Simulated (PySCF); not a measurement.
**H3S+ (sulfonium): levels of theory compared**

Aim: a comparison of 4 runs (UMP2/SBKJC, NEVPT2(8,7)/SBKJC, CCSD(T)/SBKJC, FCI/SBKJC) of H3S+ (sulfonium). The job is set up through a Python script.

Program for the calculation: PySCF 2.14.0.

2 further runs of the same task are left out: 2 set aside as unsound or not needed.

### 1 The molecule

H3S+ has 4 atoms, charge +1, and is taken as a singlet. As SMILES, `[SH3+]`. The S1–H4 distance was set to 2.981 Å, away from the relaxed value. At this shape a bond of the SMILES string is far longer than usual.

Bond lengths: S1–H2 1.356 Å, S1–H3 1.355 Å. Angles: H2–S1–H3 93.7°.

### 2 The energy at UMP2/SBKJC (core potential) (run 1)

run.py reads:

```python
from pyscf import gto, scf, mp

molecule = gto.M(
    atom='S 1.450180 -1.251522 -0.484963; H 1.996580 -0.869692 0.695337; H 0.654410 -2.188542 0.086017; H -0.655500 0.857920 -0.413440',
    max_memory=1860,
    basis='sbkjc',
    verbose=4,
    charge=1,
    ecp={'S': 'sbkjc'},
)

mf = scf.UHF(molecule)
mf.conv_tol = 1e-10
mf.kernel()
if not mf.converged:
    mf = mf.newton().run(mf.mo_coeff, mf.mo_occ)
for _ in range(3):
    mo, _, stable, _ = mf.stability(return_status=True)
    if stable:
        break
    mf.kernel(mf.make_rdm1(mo, mf.mo_occ))

pt = mp.MP2(mf).run()
e_final = pt.e_tot
print('Final energy', e_final)
```

On the command line:

```bash
OMP_NUM_THREADS=1 python run.py
```

What it wrote:

```text
PySCF version 2.14.0

[INPUT] num. atoms = 4
[INPUT] num. electrons = 8
[INPUT] charge = 1
[INPUT] spin (= nelec alpha-beta = 2S) = 0
[INPUT] symmetry False subgroup None
[INPUT] Mole.unit = angstrom
[INPUT] Symbol           X                Y                Z      unit          X                Y                Z       unit  Magmom
[INPUT]  1 S      1.450180000000  -1.251522000000  -0.484963000000 AA    2.740443031322  -2.365033818868  -0.916447250547 Bohr   0.0
[INPUT]  2 H      1.996580000000  -0.869692000000   0.695337000000 AA    3.772989385784  -1.643479692725   1.313996494277 Bohr   0.0
[INPUT]  3 H      0.654410000000  -2.188542000000   0.086017000000 AA    1.236655673177  -4.135744992108   0.162548572057 Bohr   0.0
[INPUT]  4 H     -0.655500000000   0.857920000000  -0.413440000000 AA   -1.238715474652   1.621233836787  -0.781288368940 Bohr   0.0

nuclear repulsion = 6.33281794270631
number of shells = 10
number of NR pGTOs = 25
number of NR cGTOs = 14
basis = sbkjc
ecp = {'S': 'sbkjc'}

[... 69 lines left out ...]
converged SCF energy = -11.1235066298236  <S^2> = 6.8447026e-11  2S+1 = 1
[... 68 lines left out ...]
converged SCF energy = -11.2006726665444  <S^2> = 0.96052385  2S+1 = 2.2004762
[... 3 lines left out ...]
******** <class 'pyscf.mp.ump2.UMP2'> ********
nocc = (np.int64(4), np.int64(4)), nmo = (14, 14)
E(UMP2) = -11.2405095552862  E_corr = -0.0398368887418373
E(SCS-UMP2) = -11.245759063629  E_corr = -0.0450863970846062
E_corr(same-spin) = -0.00313600316030607
E_corr(oppo-spin) = -0.0367008855815312
Final energy -11.240509555286208
```

It took 1 s on 1 thread of Arm Neoverse V1, shared host; peak memory 0.12 GiB.

### 3 The energy at NEVPT2(8,7)/SBKJC (core potential) (run 2)

job.py reads:

```python
import numpy
from pyscf import gto, scf, mp, mcscf, mrpt

mol = gto.M(
    atom='''
S      2.740443    -2.365034    -0.916447
H      3.772989    -1.643480     1.313996
H      1.236656    -4.135745     0.162549
H     -1.238715     1.621234    -0.781288
''',
    ecp={'S': 'sbkjc'},
    verbose=4,
    spin=0,
    basis='sbkjc',
    charge=1,
    unit='bohr',
    max_memory=1860,
)

mf = scf.RHF(mol)
mf.conv_tol = 1e-10
mf.kernel()
if not mf.converged:
    mf = mf.newton().run(mf.mo_coeff, mf.mo_occ)

pt = mp.MP2(scf.addons.convert_to_uhf(mf)).run()
noons, natorbs = mcscf.addons.make_natural_orbitals(pt)
print('natural occupations', numpy.round(noons[:40], 4))
cas = mcscf.CASSCF(mf, 7, 8)
cas.fix_spin_(ss=0.0)
cas.natorb = True
cas.kernel(natorbs)
e_pt2 = mrpt.NEVPT(cas).kernel()
e_tot = cas.e_tot + e_pt2
print('E = %.10f Eh' % e_tot)
```

On the command line:

```bash
OMP_NUM_THREADS=1 python job.py
```

What it wrote:

```text
PySCF version 2.14.0

[INPUT] num. atoms = 4
[INPUT] num. electrons = 8
[INPUT] charge = 1
[INPUT] spin (= nelec alpha-beta = 2S) = 0
[INPUT] symmetry False subgroup None
[INPUT] Mole.unit = bohr
[INPUT] Symbol           X                Y                Z      unit          X                Y                Z       unit  Magmom
[INPUT]  1 S      1.450179983425  -1.251522095851  -0.484962867416 AA    2.740443000000  -2.365034000000  -0.916447000000 Bohr   0.0
[INPUT]  2 H      1.996579795852  -0.869692162603   0.695336738440 AA    3.772989000000  -1.643480000000   1.313996000000 Bohr   0.0
[INPUT]  3 H      0.654410172947  -2.188542004176   0.086017226458 AA    1.236656000000  -4.135745000000   0.162549000000 Bohr   0.0
[INPUT]  4 H     -0.655499748825   0.857920086369  -0.413439804765 AA   -1.238715000000   1.621234000000  -0.781288000000 Bohr   0.0

nuclear repulsion = 6.33281903789711
number of shells = 10
number of NR pGTOs = 25
number of NR cGTOs = 14
basis = sbkjc
ecp = {'S': 'sbkjc'}

[... 37 lines left out ...]
converged SCF energy = -11.1235066267281
[... 33 lines left out ...]
sorting_mo_energy = False
[... 20 lines left out ...]
1-step CASSCF converged in   3 macro ( 26 JK   7 micro) steps
[... 3 lines left out ...]
Natural orbital (expansion on meta-Lowdin AOs) in CAS space
[... 21 lines left out ...]
CASSCF energy = -11.2472540030860
[... 7 lines left out ...]
Natural orbital (expansion on meta-Lowdin AOs) in CAS space
[... 29 lines left out ...]
Nevpt2 Energy = -0.011275122359174
E = -11.2585291254 Eh
```

It took 1.6 s on 1 thread of Arm Neoverse V1, shared host; peak memory 0.12 GiB.

Run 3 isn't shown in full; the table further down has it.

### 4 The energy at FCI/SBKJC (core potential) (run 4)

input.py reads:

```python
from pyscf import gto, mcscf
from pyscf import fci

mol = gto.M(
    atom='''
S      1.450180    -1.251522    -0.484963
H      1.996580    -0.869692     0.695337
H      0.654410    -2.188542     0.086017
H     -0.655500     0.857920    -0.413440
''',
    spin=0,
    verbose=4,
    basis='sbkjc',
    max_memory=1860,
    ecp={'S': 'sbkjc'},
    charge=1,
)

mf = mol.RHF()
mf.conv_tol = 1e-10
mf.kernel()
if not mf.converged:
    mf = mf.newton().run(mf.mo_coeff, mf.mo_occ)

cas = mcscf.CASCI(mf, mf.mo_coeff.shape[-1] - 0, (mol.nelec[0] - 0, mol.nelec[1] - 0))  # full CI above the frozen core
cas.fcisolver = fci.direct_spin0.FCI(mol)  # even spin states alone
cas.kernel()
print('<S^2> = %.4f' % cas.fcisolver.spin_square(cas.ci, cas.ncas, cas.nelecas)[0])
e_tot = cas.e_tot
print('E = %.10f Eh' % e_tot)
```

On the command line:

```bash
OMP_NUM_THREADS=1 python input.py
```

What it wrote:

```text
PySCF version 2.14.0

[INPUT] num. atoms = 4
[INPUT] num. electrons = 8
[INPUT] charge = 1
[INPUT] spin (= nelec alpha-beta = 2S) = 0
[INPUT] symmetry False subgroup None
[INPUT] Mole.unit = angstrom
[INPUT] Symbol           X                Y                Z      unit          X                Y                Z       unit  Magmom
[INPUT]  1 S      1.450180000000  -1.251522000000  -0.484963000000 AA    2.740443031322  -2.365033818868  -0.916447250547 Bohr   0.0
[INPUT]  2 H      1.996580000000  -0.869692000000   0.695337000000 AA    3.772989385784  -1.643479692725   1.313996494277 Bohr   0.0
[INPUT]  3 H      0.654410000000  -2.188542000000   0.086017000000 AA    1.236655673177  -4.135744992108   0.162548572057 Bohr   0.0
[INPUT]  4 H     -0.655500000000   0.857920000000  -0.413440000000 AA   -1.238715474652   1.621233836787  -0.781288368940 Bohr   0.0

nuclear repulsion = 6.33281794270631
number of shells = 10
number of NR pGTOs = 25
number of NR cGTOs = 14
basis = sbkjc
ecp = {'S': 'sbkjc'}

******** <class 'pyscf.scf.hf.RHF'> ********
method = RHF
initial guess = minao
damping factor = 0
level_shift factor = 0
DIIS = <class 'pyscf.scf.diis.CDIIS'>
diis_start_cycle = 1
diis_space = 8
diis_damp = 0
SCF conv_tol = 1e-10
SCF conv_tol_grad = None
SCF max_cycles = 50
direct_scf = True
direct_scf_tol = 1e-13
Set gradient conv threshold to 1e-05
Initial guess from minao.
init E= -10.6676680626913
  HOMO = -0.20243618278334  LUMO = -0.132413806500489  gap/eV = 1.90541
cycle= 1 E= -11.0206609400769  delta_E= -0.353  |g|= 0.417  |ddm|= 2.27
  HOMO = -0.677837391963259  LUMO = -0.325872603289982  gap/eV = 9.57745
cycle= 2 E= -11.0963638685067  delta_E= -0.0757  |g|= 0.239  |ddm|= 0.986
  HOMO = -0.611316362856513  LUMO = -0.363434212340904  gap/eV = 6.74522
cycle= 3 E= -11.1231948475324  delta_E= -0.0268  |g|= 0.02  |ddm|= 0.351
  HOMO = -0.622747763689194  LUMO = -0.367961265033861  gap/eV = 6.93309
cycle= 4 E= -11.1234690145299  delta_E= -0.000274  |g|= 0.00485  |ddm|= 0.0532
  HOMO = -0.622208526516412  LUMO = -0.366128061859471  gap/eV = 6.96830
cycle= 5 E= -11.1235001695533  delta_E= -3.12e-05  |g|= 0.00161  |ddm|= 0.0167
  HOMO = -0.622500528438216  LUMO = -0.366048832436526  gap/eV = 6.97841
cycle= 6 E= -11.1235062688992  delta_E= -6.1e-06  |g|= 0.0004  |ddm|= 0.00847
  HOMO = -0.622542635851599  LUMO = -0.366093487756596  gap/eV = 6.97834
cycle= 7 E= -11.123506623855  delta_E= -3.55e-07  |g|= 5.67e-05  |ddm|= 0.00201
  HOMO = -0.622552476234259  LUMO = -0.366095605025066  gap/eV = 6.97855
cycle= 8 E= -11.1235066297775  delta_E= -5.92e-09  |g|= 8.21e-06  |ddm|= 0.000282
  HOMO = -0.622553366412279  LUMO = -0.366098023953835  gap/eV = 6.97851
cycle= 9 E= -11.1235066298274  delta_E= -4.98e-11  |g|= 6.6e-07  |ddm|= 2.52e-05
  HOMO = -0.622553530557697  LUMO = -0.366097842224761  gap/eV = 6.97851
Extra cycle  E= -11.1235066298276  delta_E= -2.45e-13  |g|= 3.35e-07  |ddm|= 1.84e-06
converged SCF energy = -11.1235066298276

******** <class 'pyscf.mcscf.casci.CASCI'> ********
CAS (4e+4e, 14o), ncore = 0, nvir = 0
natorb = False
canonicalization = True
sorting_mo_energy = False
******** <class 'pyscf.fci.direct_spin0.FCISolver'> ********
max. cycles = 100
conv_tol = 1e-10
davidson only = False
linear dependence = 1e-14
level shift = 0.001
max iter space = 12
nroots = 1
pspace_size = 400
spin = None
Density matrix diagonal elements [1.98729860e+00 1.96240573e+00 1.96888492e+00 1.41392932e+00
 5.78701085e-01 2.83946713e-02 2.21543697e-02 7.27794493e-03
 7.34794409e-03 1.20452241e-02 1.29227384e-03 4.69557879e-03
 4.68378309e-03 8.88559740e-04]
CASCI converged
CASCI E = -11.2619482579138  E(CI) = -17.5947662006201  S^2 = 0.0000000
<S^2> = 0.0000
E = -11.2619482579 Eh
```

Run time: 24 s. Hardware: 1 thread of Arm Neoverse V1, shared host; peak memory 0.34 GiB.

### 5 All runs side by side

| run | level | frozen core orbitals | follow instability | energy (Eh) | HOMO energy (eV) | LUMO energy (eV) | HOMO–LUMO gap (eV) | wall time |
| --- | --- | --- | --- | --- | --- | --- | --- | --- |
| 1 | UMP2/SBKJC (core potential) | 0 | yes | -11.240510 | -18.20 | -8.46 | 9.73 | 1 s |
| 2 | NEVPT2(8,7)/SBKJC (core potential) | – | – | -11.258529 | -16.94 | -9.96 | 6.98 | 1.6 s |
| 3 | CCSD(T)/SBKJC (core potential) | 0 | – | -11.265903 | -16.94 | -9.96 | 6.98 | 1.1 s |
| 4 | FCI/SBKJC (core potential) | 0 | – | -11.261948 | -16.94 | -9.96 | 6.98 | 24 s |

### 6 What came out

```
                                    quantity         value
                         run 4: total energy  -11.26195 Eh
  run 4: HOMO energy (Hartree–Fock orbitals)     -16.94 eV
  run 4: LUMO energy (Hartree–Fock orbitals)      -9.96 eV
run 4: HOMO–LUMO gap (Hartree–Fock orbitals)       6.98 eV
                   run 4: correlation energy    -138.4 mEh
```

In words: Against full CI in this basis: UMP2 +21.4 mEh; NEVPT2(8,7) +3.4 mEh; CCSD(T) -4.0 mEh. In run 3 the T1 diagnostic is large, so a single reference may not serve. Spin contamination of the reference: run 1 ⟨S²⟩ = 0.96. Where it is this large, the reference is a mixture of spin states, and values that rest on it are in doubt. All runs together took 28 s, the longest 24 s.
